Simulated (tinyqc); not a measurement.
Worked calculation: Pariser-Parr-Pople SCF with singles CI, for the molecule C=CC=CC=C (SMILES; centres numbered as the heavy atoms are written). One step of it, computed by the program tinyqc.

Task: Singles CI, triplets. Over the 4 single excitations with the smallest orbital gaps: A = (e_a - e_i) delta - (ij|ab), with (pq|rs) = sum c_mp c_mq gamma_mn c_nr c_ns.

orbital energies (eV): -14.118983  -12.349675  -9.707116  -1.482884  1.159675  2.928983

coefficients:
```
,MO1,MO2,MO3,MO4,MO5,MO6
1C,0.257331,0.454912,0.476273,0.476273,-0.454912,0.257331
2C,0.409633,0.510949,0.266707,-0.266707,0.510949,-0.409633
3C,0.515734,0.178848,-0.449479,-0.449479,-0.178848,0.515734
4C,0.515734,-0.178848,-0.449479,0.449479,-0.178848,-0.515734
5C,0.409633,-0.510949,0.266707,0.266707,0.510949,0.409633
6C,0.257331,-0.454912,0.476273,-0.476273,-0.454912,-0.257331
```

repulsion gamma_rs (eV):
```
,1C,2C,3C,4C,5C,6C
1C,11.130000,7.554319,5.238816,3.670169,2.868553,2.308288
2C,7.554319,11.130000,7.551683,5.238816,3.669262,2.868553
3C,5.238816,7.551683,11.130000,7.554319,5.238816,3.670169
4C,3.670169,5.238816,7.554319,11.130000,7.551683,5.238816
5C,2.868553,3.669262,5.238816,7.551683,11.130000,7.554319
6C,2.308288,2.868553,3.670169,5.238816,7.554319,11.130000
```

Give: triplet CI matrix; triplet excitation energies.

Result:

triplet CI matrix (eV):
```
,3>4,2>4,3>5,1>4
3>4,2.125,0.000,0.000,0.427
2>4,0.000,4.991,1.494,0.000
3>5,0.000,1.494,4.991,0.000
1>4,0.427,0.000,0.000,6.315
```

triplet excitation energies (eV): 2.082  3.497  6.358  6.485
